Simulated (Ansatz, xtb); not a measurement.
# C5H4S: which of two isomers lies lower

We compare I, `S=C1C=CC=C1`, a singlet, with II, `C=C1C=CC1=S`, a singlet. Both are isolated molecules in the gas phase, relaxed with PBE0-D3(BJ)/def2-SVP.

Question: Which of the two would you expect CCSD(T)/def2-SVP + ΔMP2/def2-TZVPP electronic energies to favour?

Answer: Structure I; the calculation gives E(II) − E(I) = +23.8 kcal/mol.

Level by level:

```tsv
level	geometry	E(II) − E(I) (kcal/mol)	departure from the last row (kcal/mol)	job, with rough time for the two
GFN2-xTB	GFN2-xTB	+24.5	+0.7	optimisation, 0.12 s
HF/STO-3G	GFN2-xTB	+32.2	+8.5	single point, 0.36 s
r2SCAN-D4/def2-SVP	GFN2-xTB	+22.4	−1.4	single point, 4.7 s
PBE0-D3(BJ)/def2-SVP	PBE0-D3(BJ)/def2-SVP	+22.5	−1.2	optimisation, 28 s
HF/def2-SVP	PBE0-D3(BJ)/def2-SVP	+23.3	−0.5	part of the CCSD(T) run
MP2/def2-SVP	PBE0-D3(BJ)/def2-SVP	+25.1	+1.3	part of the CCSD(T) run
CCSD(T)/def2-SVP	PBE0-D3(BJ)/def2-SVP	+24.5	+0.7	single point
CCSD(T)/def2-SVP + ΔMP2/def2-TZVPP	PBE0-D3(BJ)/def2-SVP	+23.8		single point, 49 s
```

As drawn, both hold the same kinds of bond in the same numbers. Structure I has a 5-membered ring, II a 4-membered ring.

None of the levels shown reverses the order. The largest departure from CCSD(T)/def2-SVP + ΔMP2/def2-TZVPP is that of HF/STO-3G, 8.5 kcal/mol. The last row adds to CCSD(T) the change of the MP2 difference between the two basis sets, here −0.7 kcal/mol.

With harmonic frequencies from PBE0-D3(BJ)/def2-SVP (ideal gas, rigid rotor, one conformer each, 298.15 K, 1 atm): the zero-point term adds −1.0 kcal/mol; ΔH is +23.1 and ΔG +22.0 kcal/mol.

The correlated steps freeze 10 core orbitals. Programs: Ansatz 0.2.0, xtb 6.7.1; the last row on 2 threads of Arm Neoverse V1 on a shared host.
